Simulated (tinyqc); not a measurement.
MP2 on RHF in the sto-3g basis, for HF, spin multiplicity 1, step by step. One step of it, computed by the program tinyqc.

Problem. Second-order Moller-Plesset energy. E2 = sum_ijab (ia|jb) [2 (ia|jb) - (ib|ja)] / (e_i + e_j - e_a - e_b) over occupied i, j and virtual a, b; the opposite-spin part is (ia|jb)^2 / denominator, the rest is same-spin, and SCS-MP2 scales them by 6/5 and 1/3.

orbital energies (hartree): MO1 -25.910965, MO2 -1.440853, MO3 -0.548384, MO4 -0.462072, MO5 -0.462072, MO6 0.513510

Two-electron integrals over orbitals (pq|rs), unique and non-zero (hartree):
```
(11|11) 5.363271    (21|11) -0.511563   (21|21) 0.077053    (22|11) 1.212114
(22|21) -0.021013   (22|22) 0.860133    (31|11) 0.139668    (31|21) -0.019716
(31|22) 0.010640    (31|31) 0.020769    (32|11) -0.140145   (32|21) 0.007354
(32|22) -0.032864   (32|31) 0.020830    (32|32) 0.151603    (33|11) 0.959954
(33|21) -0.009945   (33|22) 0.734571    (33|31) -0.004095   (33|32) -0.034835
(33|33) 0.732125    (41|41) 0.029576    (42|41) 0.039483    (42|42) 0.184199
(43|41) -0.009875   (43|42) -0.037848   (43|43) 0.042986    (44|11) 1.264014
(44|21) -0.014688   (44|22) 0.884303    (44|31) 0.004078    (44|32) -0.075802
(44|33) 0.727417    (44|44) 0.997514    (51|51) 0.029576    (52|51) 0.039483
(52|52) 0.184199    (53|51) -0.009875   (53|52) -0.037848   (53|53) 0.042986
(54|54) 0.053770    (55|11) 1.264014    (55|21) -0.014688   (55|22) 0.884303
(55|31) 0.004078    (55|32) -0.075802   (55|33) 0.727417    (55|44) 0.889973
(55|55) 0.997514    (61|11) 0.145403    (61|21) -0.023477   (61|22) 0.001434
(61|31) -0.010022   (61|32) -0.024574   (61|33) 0.009783    (61|44) 0.004066
(61|55) 0.004066    (61|61) 0.023516    (62|11) -0.212444   (62|21) 0.004983
(62|22) -0.114830   (62|31) -0.020117   (62|32) -0.057936   (62|33) -0.030400
(62|44) -0.112676   (62|55) -0.112676   (62|61) 0.017058    (62|62) 0.094195
(63|11) -0.380674   (63|21) 0.006546    (63|22) -0.191603   (63|31) 0.001953
(63|32) 0.092616    (63|33) -0.112659   (63|44) -0.214277   (63|55) -0.214277
(63|61) -0.005982   (63|62) 0.050529    (63|63) 0.196647    (64|41) -0.009400
(64|42) -0.037659   (64|43) -0.017730   (64|64) 0.030641    (65|51) -0.009400
(65|52) -0.037659   (65|53) -0.017730   (65|65) 0.030641    (66|11) 0.871588
(66|21) -0.009095   (66|22) 0.666901    (66|31) 0.013840    (66|32) 0.062255
(66|33) 0.665501    (66|44) 0.642988    (66|55) 0.642988    (66|61) -0.008981
(66|62) -0.063058   (66|63) -0.018473   (66|66) 0.702857
```

Hartree-Fock energy = -98.56547546 hartree

Give: Terms; Pair energies; MP2 correlation energy; SCS-MP2 correlation energy; MP2 total energy.

Solution.

Terms:
```
i  j  a  b  (ia|jb)  (ib|ja)  denominator       term
3  3  6  6    0.197    0.197       -2.124     -0.018
2  2  6  6    0.094    0.094       -3.909  -2.27e-03
2  3  6  6    0.051    0.051       -3.016  -8.46e-04
3  2  6  6    0.051    0.051       -3.016  -8.46e-04
5  5  6  6    0.031    0.031       -1.951  -4.81e-04
4  4  6  6    0.031    0.031       -1.951  -4.81e-04
1  1  6  6    0.024    0.024      -52.849  -1.05e-05
2  1  6  6    0.017    0.017      -28.379  -1.03e-05
1  2  6  6    0.017    0.017      -28.379  -1.03e-05
1  3  6  6   -0.006   -0.006      -27.486  -1.30e-06
3  1  6  6   -0.006   -0.006      -27.486  -1.30e-06
```

Pair energies (hartree; pair i-j sums ij and ji):
```
pair  opposite spin  same spin
1-1       -1.05e-05      0.000
2-1       -2.05e-05      0.000
2-2       -2.27e-03      0.000
3-1       -2.60e-06      0.000
3-2       -1.69e-03      0.000
3-3          -0.018      0.000
4-4       -4.81e-04      0.000
5-5       -4.81e-04      0.000
```

MP2 correlation energy = -0.02317 hartree

SCS-MP2 correlation energy = -0.02780 hartree

MP2 total energy = -98.58864 hartree
